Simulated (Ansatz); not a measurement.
Results of r²SCAN in Ansatz (PAW) for zinc-blende CuI.

Total energies, extrapolated to zero smearing (they compare only within this program, potentials and cutoff; free atoms with spin allowed, lowest state found):

```csv
system,energy (eV/atom)
"zinc-blende CuI, relaxed",-7079.8238
free Cu atom,-6627.3447
free I atom,-7526.7673
```

Q: Work out the cohesive energy per atom.

A: E_coh = [1 × (-6627.3447) + 1 × (-7526.7673)]/2 − (-7079.8238) = 2.77 eV/atom. The reference value is 2.67 ± 0.03 eV/atom (worked out here from tabulated enthalpies at 298 K, copied from a table, unchecked, brought to a static lattice with a Debye model, atoms in their spin–orbit ground levels; inputs from the CRC Handbook), not set against a level without spin–orbit coupling.

Spin–orbit coupling is left out; its size isn't shown.

The PAW data were made under PBE.

Ansatz is an electronic-structure program.
